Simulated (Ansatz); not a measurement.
C8H18 can be A, `CCCCC(C)(C)C`, or B, `CCC(CC)C(C)C`.

Calculated with Ansatz (gas phase, PBE0-D4/def2-TZVP geometries, no zero-point term in ΔE). CCSD(T)/CBS adds triple-zeta CCSD(T) − MP2 to the extrapolated MP2 energy (def2 sets, frozen cores). DFT in def2-TZVPP. B3LYP here is the variant with VWN-RPA as its local correlation; programs differ in this. One conformer a species, not always the lowest.

A:

```xyz
26

C    -0.792   -2.980    1.981
C    -0.370   -2.378    0.652
C    -0.262   -0.862    0.693
C     0.160   -0.273   -0.643
C     0.301    1.254   -0.719
C    -1.032    1.937   -0.419
C     0.732    1.616   -2.138
C     1.360    1.751    0.261
H    -1.769   -2.600    2.293
H    -0.076   -2.732    2.771
H    -0.861   -4.069    1.927
H    -1.085   -2.667   -0.127
H     0.595   -2.799    0.347
H     0.453   -0.579    1.474
H    -1.229   -0.447    1.000
H    -0.560   -0.587   -1.409
H     1.121   -0.718   -0.935
H    -0.948    3.019   -0.550
H    -1.816    1.579   -1.092
H    -1.359    1.755    0.607
H     0.847    2.698   -2.249
H     1.689    1.149   -2.388
H    -0.007    1.279   -2.871
H     1.071    1.568    1.298
H     2.320    1.256    0.086
H     1.515    2.828    0.148
```

B:

Z-matrix (Å, degrees):
```
C
C 1 1.521
H 1 1.092 2 110.8
H 1 1.093 2 111.8 3 -119.7
H 1 1.093 2 111.9 3 119.8
C 2 1.532 1 115.1 3 179.0
H 2 1.093 1 109.4 3 -57.8
H 2 1.094 1 109.1 3 56.7
C 6 1.531 2 111.9 1 -64.1
C 6 1.539 2 113.0 1 62.6
H 6 1.101 2 106.4 1 179.2
C 9 1.520 6 114.9 2 -52.1
H 9 1.097 6 109.3 2 71.5
H 9 1.092 6 108.8 2 -173.5
C 10 1.525 6 112.0 2 173.4
C 10 1.524 6 112.4 2 50.1
H 10 1.098 6 107.7 2 -68.5
H 12 1.094 9 111.1 6 -53.0
H 12 1.092 9 110.8 6 -172.5
H 12 1.092 9 112.3 6 67.5
H 15 1.093 10 110.5 6 -176.6
H 15 1.091 10 112.7 6 63.3
H 15 1.095 10 110.6 6 -57.6
H 16 1.091 10 112.6 6 -64.1
H 16 1.095 10 110.8 6 56.7
H 16 1.093 10 110.5 6 175.8
```

Which isomer does CCSD(T)/CBS put lower? Give the gap. (Estimate.)

The calculation gave: A, by 3.2 kcal/mol.

Give E(B) − E(A) in kcal/mol with MP2/def2-TZVPP, HF/def2-TZVPP, ωB97M-V, B2PLYP, B3LYP, CCSD(T)/def2-TZVPP, PBE0-D4. (Best estimate.)

Ansatz gave: MP2/def2-TZVPP 3.2, HF/def2-TZVPP 5.3, ωB97M-V 3.0, B2PLYP 3.9, B3LYP 4.4, CCSD(T)/def2-TZVPP 3.2, PBE0-D4 3.0. None reverses the order clearly.

Largest T1 diagnostic: 0.009.

In def2-TZVPP, CCSD(T) changes the Hartree–Fock value by −2.1 kcal/mol (the triples alone add −0.3 kcal/mol) and MP2 by −2.0 kcal/mol. The D4 term adds −1.3 kcal/mol with B3LYP and −0.8 kcal/mol with PBE0; it sums over pairs of atoms, weighted by their polarisabilities, and B3LYP, whose exchange is more repulsive, gets the larger term.
